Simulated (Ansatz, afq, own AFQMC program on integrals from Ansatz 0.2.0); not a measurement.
## Where AFQMC and coupled cluster stand for CH2N, quartet

```json
{"atom": "N", "x (Å)": "-0.0445", "y (Å)": "-0.1538", "z (Å)": "0.8003"}
{"atom": "C", "x (Å)": "0.1328", "y (Å)": "0.1292", "z (Å)": "-0.9063"}
{"atom": "H", "x (Å)": "-0.2971", "y (Å)": "0.7197", "z (Å)": "1.2801"}
{"atom": "H", "x (Å)": "-0.6671", "y (Å)": "-0.1218", "z (Å)": "-1.6028"}
```

Connectivity, by distances: NH–CH.

Basis cc-pVDZ. Only valence electrons are correlated. AFQMC by an in-house program on the Cholesky factors that Ansatz 0.2.0 writes for its CCSD(T) run. The CISD trial takes its coefficients from CCSD amplitudes. Released means that phaseless walkers are propagated on without the constraint, phases kept. Uncertainties: one standard error, sampling alone.

Determinant: UHF, the one that the program's search chose, which needn't be the lowest solution. The geometry is a point of a scan.

No full CI on the walks' own integrals is used here; CCSDT(Q) serves as the reference and is uncertain by about the last step of the cluster series.

Cautions: lower spins were not checked; the ph-AFQMC/HF walk drifts between its halves (2.1 errors).

The T1 diagnostic is 0.0188. The weight of the determinant in the CISD state is 0.893, the ⟨S²⟩ of the determinant is 3.767 and the size of the correlated space is 11 electrons in 36 orbitals.

```tsv
level	correlation energy (eV)
MP2	-5.9892
CCSD	-6.9276
CCSD(T)	-7.1181
```

(1) Estimate where AFQMC with the constraint released lies against CCSD(T) on the same integrals.

(1) 3.4 ± 1.5 kJ/mol below CCSD(T).

Reference: CCSDT(Q), correlation energy -7.166 eV. The released energy is read at 2.40 1/Eh (meV from the phaseless value at times in 1/Eh: -18 ± 13 at 0.24, -9 ± 12 at 0.51, -38 ± 10 at 0.99, -16 ± 14 at 1.62, -2 ± 15 at 2.40).

| level | E − E(reference) (kJ/mol) | share of correlation (%) |
| --- | --- | --- |
| CCSD(T) | 4.6 | 99.33 |
| CCSDT | 1.6 | 99.78 |
| ph-AFQMC/HF | 7.0 ± 5.8 | 98.98 |
| ph-AFQMC/CISD | 1.4 ± 1.3 | 99.79 |
| released AFQMC | 1.3 ± 1.5 | 99.82 |

Released energies are given only where the last usable release times agree within the noise; a slower fall can still hide under it.
